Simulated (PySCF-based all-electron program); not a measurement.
## C₂H₃, doublet: all-electron forces

All-electron Kohn–Sham DFT on the free molecule, computed near the basis limit with an in-house program on PySCF integrals; the spin-free Dirac equation, no spin–orbit coupling, spin-unrestricted, lowest state found (another of this spin can lie close). Forces are good to about 0.004 eV/Å. Atoms are numbered as listed.

Shape A:

```csv
atom,x (Å),y (Å),z (Å)
C,0.0000,0.0000,0.0000
C,0.0000,0.0000,1.3100
H,0.7850,0.0000,-0.7450
H,0.9370,0.0000,1.8700
H,-0.9250,0.0000,1.8980
```

PBE forces:

```
atom      Fx     Fy  Fz (eV/Å)
  C1   0.149  0.000      0.310
  C2  -0.444  0.000     -0.179
  H3   0.018  0.000     -0.301
  H4   0.187  0.000      0.171
  H5   0.090  0.000     -0.002
```

**Question.** What forces does r2SCAN give in shape A?

**Answer.** The forces move by 0.242 eV/Å (r.m.s. over the atoms) from PBE.

```
atom      Fx     Fy  Fz (eV/Å)
  C1   0.311  0.000      0.471
  C2  -0.406  0.000     -0.212
  H3  -0.170  0.000     -0.095
  H4  -0.047  0.000      0.012
  H5   0.312  0.000     -0.176
```

Shape B:

```tsv
atom	x (Å)	y (Å)	z (Å)
C	0.0763	0.0657	-0.0034
C	-0.0713	-0.0356	1.2780
H	0.7457	0.0202	-0.6439
H	0.9569	0.0211	1.9054
H	-0.9033	-0.0568	1.8378
```

PBE forces:

```json
{"atom": "C1", "Fx": "-6.436", "Fy": "0.005", "Fz (eV/Å)": "5.421"}
{"atom": "C2", "Fx": "5.288", "Fy": "0.529", "Fz (eV/Å)": "-0.395"}
{"atom": "H3", "Fx": "6.221", "Fy": "-0.178", "Fz (eV/Å)": "-6.058"}
{"atom": "H4", "Fx": "-1.891", "Fy": "-0.267", "Fz (eV/Å)": "-0.898"}
{"atom": "H5", "Fx": "-3.182", "Fy": "-0.089", "Fz (eV/Å)": "1.930"}
```

**Question.** What forces does r2SCAN give in shape B?

**Answer.** The forces move by 0.237 eV/Å (r.m.s. over the atoms) from PBE.

```csv
atom,Fx,Fy,Fz (eV/Å)
C1,-6.366,-0.063,5.580
C2,5.407,0.583,-0.426
H3,6.050,-0.150,-5.848
H4,-2.117,-0.290,-1.039
H5,-2.974,-0.079,1.733
```

Shape C:

```xyz
5

C     0.0000    0.0000    0.0000
C     0.0000    0.0000    1.1790
H     0.7850    0.0000   -0.7450
H     0.9370    0.0000    1.8700
H    -0.9250    0.0000    1.8980
```

Against shape A, C1–C2 goes from 1.310 to 1.179 Å, C2–H4 goes from 1.092 to 1.164 Å, C2–H5 goes from 1.096 to 1.172 Å.

PBE forces:

| atom | Fx | Fy | Fz (eV/Å) |
| --- | --- | --- | --- |
| C1 | 0.598 | 0.000 | -10.478 |
| C2 | -0.676 | 0.000 | 13.165 |
| H3 | -0.190 | 0.000 | -0.446 |
| H4 | -0.890 | 0.000 | -0.990 |
| H5 | 1.159 | 0.000 | -1.250 |

**Question.** What forces does r2SCAN give in shape C?

**Answer.** The forces move by 0.244 eV/Å (r.m.s. over the atoms) from PBE.

```csv
atom,Fx,Fy,Fz (eV/Å)
C1,0.775,0.000,-10.361
C2,-0.656,0.000,13.274
H3,-0.384,0.000,-0.246
H4,-1.081,0.000,-1.196
H5,1.346,0.000,-1.470
```
